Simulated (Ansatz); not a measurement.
# MgHS radical (SMILES [Mg][SH]): functionals against CCSD(T) at one geometry

An exercise on one series of results from a longer session: the logs are not shown, and one member is left open.

Program: Ansatz 0.2.0, Gaussian basis. Level of theory: single points in def2-TZVPP. These are calculated values, not measurements.

Cores are frozen in the correlated methods. The outer core shell of Li, Na, Mg and K is correlated. Orbitals are unrestricted. B3LYP uses VWN-RPA correlation.

## The starting structure

SMILES `[Mg][SH]`, 3 atoms, charge 0, spin multiplicity 2.

Atoms are counted from 1 here; the program's logs count them from 0.

Bond lengths: Mg1–S2 2.363 Å, S2–H3 1.034 Å. Angles: Mg1–S2–H3 87.2°.

As a file:

```xyz
3

Mg    1.4099   -0.5261    0.5597
S    -0.7054   -0.2740   -0.4638
H    -0.6069    0.7416   -0.2991
```

The first run:

The input, run/in.yaml:

```yaml
crystal:
  periodic: [false, false, false]
  atoms:
    - {symbol: Mg, position_ang: [1.409900, -0.526100, 0.559700]}
    - {symbol: S, position_ang: [-0.705400, -0.274000, -0.463800]}
    - {symbol: H, position_ang: [-0.606900, 0.741600, -0.299100]}
basis:
  gaussian: {orbitals: def2-TZVPP}
magnetization: {spin_polarized: true, initial_magnetization: 1}
correlation: {method: ccsd_t}
scf: {omitted_lower_state_checks: [cluster_reference]}
output: {forces: true}
```

On the command line:

```sh
ansatz run in.yaml --threads 4 --pin off --events-out ev --progress --plain --max-ram 5222MiB
```

Among the steps run: CCSD(T)/def2-TZVPP; PBE0-D4/def2-TZVPP; wB97M-V/def2-TZVPP; r2SCAN-D4/def2-TZVPP; PBE-D4/def2-TZVPP; wB97X-V/def2-TZVPP; B3LYP-D4/def2-TZVPP.

One table of the session follows, with a row left open; its other results are not shown here.

```
   method  RMS force component (eV/Å)  angle to CCSD(T) forces (°)  dipole (D)
  CCSD(T)                       9.093                    reference        3.08
  PBE0-D4                       9.144                          0.0        3.01
  wB97M-V                       9.031                          0.1        3.30
r2SCAN-D4                       9.107                          0.0        3.05
   PBE-D4                       9.199                          0.5        2.78
  wB97X-V                       9.140                          0.3        3.14
 B3LYP-D4                           ?                            ?           ?
```

**Question.** Estimate the row for B3LYP-D4.

As computed: RMS force component (eV/Å): 9.025; angle to CCSD(T) forces (°): 0.3; dipole (D): 3.02. In the column «RMS force component (eV/Å)» it is the lowest.
